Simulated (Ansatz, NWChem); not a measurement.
**Heat of formation of C2H4S (thiirane) from total energies**

C2H4S has 7 atoms, charge 0, and is taken as a singlet. As SMILES, `C1CS1`. The coordinates come from a PBE0-D4/def2-TZVP relaxation.

```tsv
atom	x (Å)	y (Å)	z (Å)
C	-0.5158	0.1235	-0.5202
C	0.6008	-0.0361	0.4355
S	-0.8981	-0.9236	0.8951
H	-0.4487	-0.3884	-1.4733
H	-1.0320	1.0762	-0.5473
H	0.8553	0.8065	1.0681
H	1.4386	-0.6582	0.1421
```

Total energies at PBE0/aug-cc-pVDZ (NWChem 7.3.0); the atoms run unrestricted:

| species | state | energy (Eh) |
| --- | --- | --- |
| C2H4S | singlet | -476.562407 |
| C | triplet | -37.800771 |
| S | triplet | -397.969797 |
| H | doublet | -0.500651 |

Harmonic wavenumbers at PBE0-D4/def2-TZVP, in cm⁻¹: 667, 717, 835, 902, 963, 1043, 1075, 1159, 1190, 1464, 1490, 3140, 3141, 3222, 3236.

Measured heats of formation of the gaseous atoms at 298.15 K, in kJ/mol: C 716.9, S 277.0, H 218.0. Spin-orbit lowering of the atoms at 298 K (mean of the ground term's levels less their thermal mean, from spectra), in kJ/mol: C 0.02, S 1.88. Take 1 Eh = 2625.50 kJ/mol, 1 cm⁻¹ = 0.0119627 kJ/mol, RT = 2.479 kJ/mol.

What heat of formation follows?


1. Electronic atomisation energy: 2 × (-37.800771) + (-397.969797) + 4 × (-0.500651) − (-476.562407) = 0.988464 Eh = 2595.2 kJ/mol.
2. Zero-point energy: half the sum of the wavenumbers, 12122 cm⁻¹ = 145.0 kJ/mol.
3. Thermal vibrational enthalpy, Σ hcν̃/(exp(hcν̃/kT) − 1): 1.3 kJ/mol. Translation, rotation and pV of a non-linear molecule: 4 RT = 9.9 kJ/mol.
4. The 7 free atoms carry 5/2 RT each: 43.4 kJ/mol.
5. Spin-orbit coupling lowers the free atoms by 2 × 0.02 + 1.88 = 1.9 kJ/mol.
6. Atomisation enthalpy at 298 K: 2595.2 − 1.9 − 145.0 − 1.3 − 9.9 + 43.4 = 2480.5 kJ/mol.
7. Sum of the atoms' heats of formation: 2582.8 kJ/mol. Heat of formation: 2582.8 − 2480.5 = +102.3 kJ/mol.

The tabulated value is +82.0 kJ/mol (CRC Handbook of Chemistry and Physics), so this level is off by +20.3 kJ/mol, or 0.8 % of the atomisation enthalpy that the table implies (2500.7 kJ/mol). Anharmonicity and any spin-orbit splitting of the molecule are left out.
